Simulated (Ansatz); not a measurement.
Here is an Ansatz input file for C₄H₁₀S, SMILES CC(C)CS. Write the same calculation for the Python package.

```yaml
crystal:
  periodic: [false, false, false]
  atoms:
    - { symbol: C, position_ang: [-1.0492, -0.675, 0.9069] }
    - { symbol: C, position_ang: [0.239, 0.0048, 0.41] }
    - { symbol: C, position_ang: [1.2452, -1.07, 0.0309] }
    - { symbol: C, position_ang: [-0.011, 0.9119, -0.7685] }
    - { symbol: S, position_ang: [-1.053, 2.3969, -0.3197] }
    - { symbol: H, position_ang: [-1.8058, 0.0212, 1.2585] }
    - { symbol: H, position_ang: [-1.5097, -1.3027, 0.0612] }
    - { symbol: H, position_ang: [-0.8169, -1.3845, 1.6591] }
    - { symbol: H, position_ang: [0.6473, 0.5592, 1.2398] }
    - { symbol: H, position_ang: [2.2401, -0.6408, -0.2759] }
    - { symbol: H, position_ang: [0.8826, -1.6645, -0.8159] }
    - { symbol: H, position_ang: [1.4692, -1.7835, 0.8948] }
    - { symbol: H, position_ang: [0.9635, 1.313, -1.1379] }
    - { symbol: H, position_ang: [-0.5037, 0.3882, -1.6069] }
    - { symbol: H, position_ang: [-1.0113, 2.9759, -1.5747] }
accuracy: high
basis:
  gaussian: { orbitals: "6-31G" }
hamiltonian:
  xc: hf
scf:
  lower_state_search: light
```

Launched from the shell:
```console
$ ansatz run input.yaml --threads 1 --pin off --max-ram 4096MiB --backend cpu --events-out ev --progress --plain --runs-dir out
Engine: ansatz 0.2.0, aarch64-unknown-linux-gnu
Functional definition: HF
  exchange = exact_x
  correlation = 0
1895 factors; integrals over basis functions are off by at most 3.8e-9 eV
mean field evaluation 1: about -15091.8938 eV, gradient 2.6e1 eV
mean field evaluation 2: about -15091.8890 eV, gradient 2.6e1 eV
mean field evaluation 4: about -15093.9919 eV, gradient 2.5e0 eV
mean field evaluation 8: about -15094.0108 eV, gradient 1.1e-2 eV
mean field -15094.01083187 eV, -554.6946669831 hartree, gradient 1.7e-8 eV, S^2 0.000000; 0 other end points of the search recorded, 0 dependent functions left out
reference -15094.01083187 eV, -554.6946669831 hartree; 25, 25 occupied and 44, 44 virtual orbitals, 1895 factors
Total energy: -15094.01083187 eV, -554.6946669831 hartree
```

`energy_c4h10s.py`
```python
"""Electronic structure of the C4H10S molecule."""

import ansatz as az


def main() -> None:
    mol = (
        az.Crystal.molecule()
        .atom("C", [-1.0492, -0.675, 0.9069])
        .atom("C", [0.239, 0.0048, 0.41])
        .atom("C", [1.2452, -1.07, 0.0309])
        .atom("C", [-0.011, 0.9119, -0.7685])
        .atom("S", [-1.053, 2.3969, -0.3197])
        .atom("H", [-1.8058, 0.0212, 1.2585])
        .atom("H", [-1.5097, -1.3027, 0.0612])
        .atom("H", [-0.8169, -1.3845, 1.6591])
        .atom("H", [0.6473, 0.5592, 1.2398])
        .atom("H", [2.2401, -0.6408, -0.2759])
        .atom("H", [0.8826, -1.6645, -0.8159])
        .atom("H", [1.4692, -1.7835, 0.8948])
        .atom("H", [0.9635, 1.313, -1.1379])
        .atom("H", [-0.5037, 0.3882, -1.6069])
        .atom("H", [-1.0113, 2.9759, -1.5747])
    )

    setup = (
        mol.calculation()
        .basis(gaussian="6-31G")
        .functional("hf")
        .accuracy("high")
        .scf(lower_state_search="light")
    )
    report = setup.session().plan(threads=1).execute().report

    print("reference energy %16.6f eV" % report["reference_energy_ev"])
    print("total energy     %16.6f eV" % report["free_energy_ev"])
    print("occupied orbitals outside the frozen core (up, down):", report["n_occupied"], " frozen:", report["n_frozen"], " virtual:", report["n_virtual"])


if __name__ == "__main__":
    main()
```

```console
$ python energy_c4h10s.py
reference energy    -15094.010832 eV
total energy        -15094.010832 eV
occupied orbitals outside the frozen core (up, down): [25, 25]  frozen: 0  virtual: [44, 44]
```

Reading the output:
- The settings weren't tested for convergence.
- The geometry is a force-field or estimated start, not a minimum of this method, and the basis set is short of its limit.
- Run time: 3.4 s on 1 thread of Arm Neoverse V1, on a shared host, peak memory 0.26 GiB.

(Lines on the test bed's own set-up are left out of the output.)
